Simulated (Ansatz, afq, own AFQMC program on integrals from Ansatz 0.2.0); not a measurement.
BC, quartet in cc-pVTZ, levels against CCSDT(Q)

```yaml
atoms:
  - { symbol: B, position_ang: [0.0000, 0.0000, 0.0000] }
  - { symbol: C, position_ang: [0.0000, 0.0000, 1.4889] }
```

Basis cc-pVTZ. Only valence electrons are correlated. AFQMC by an in-house program on the Cholesky factors that Ansatz 0.2.0 writes for its CCSD(T) run. ph-AFQMC/CISD is guided by a CISD state made of CCSD amplitudes; releasing the constraint for a short imaginary time cuts its bias at the price of noise, slowly where states lie close. Error bars are statistical, one sigma.

Determinant: UHF, the one that the program's search chose, which needn't be the lowest solution. The geometry is a PBE0/def2-TZVP stationary point of this or a neighbouring charge and spin state.

No full CI on the walks' own integrals is used here; CCSDT(Q) serves as the reference and is uncertain by about the last step of the cluster series.

Cautions: higher spins were not checked; the search met a lower determinant of the same kind, perhaps of another symmetry (235 meV lower), and this one is a saddle point; strong correlation (T1 0.067, weight of the determinant 0.82, largest double 0.11); released walk and highest rung disagree (by 18 meV at 2.40 1/Eh).

```
T1 diagnostic                               : 0.0674
weight of the determinant in the CISD state : 0.822
⟨S²⟩ of the determinant                     : 3.768
size of the correlated space                : 7 electrons in 58 orbitals
```

```
  level  correlation energy (eV)
    MP2                  -4.4279
   CCSD                  -5.3242
CCSD(T)                  -5.6389
```

Question: Estimate where AFQMC with the constraint released lies against CCSD(T) on the same integrals.

Answer: 5.9 ± 0.4 kJ/mol below CCSD(T).

Reference: CCSDT(Q), correlation energy -5.718 eV. The released energy is read at 2.40 1/Eh (meV from the phaseless value at times in 1/Eh: -10 ± 5 at 0.24, -20 ± 4 at 0.51, -33 ± 4 at 0.99, -47 ± 4 at 1.62, -46 ± 4 at 2.40).

```tsv
level	E − E(reference) (kJ/mol)	share of correlation (%)
CCSD(T)	7.6	98.61
CCSDT	2.6	99.53
ph-AFQMC/CISD	6.2 ± 0.4	98.87
released AFQMC	1.8 ± 0.4	99.68
```

A walk keeps the symmetry of its determinant, which the program's search chose and which needn't be the lowest solution, so a lower state of the same spin and another symmetry isn't excluded. Released energies are given only where the last usable release times agree within the noise; a slower fall can still hide under it.
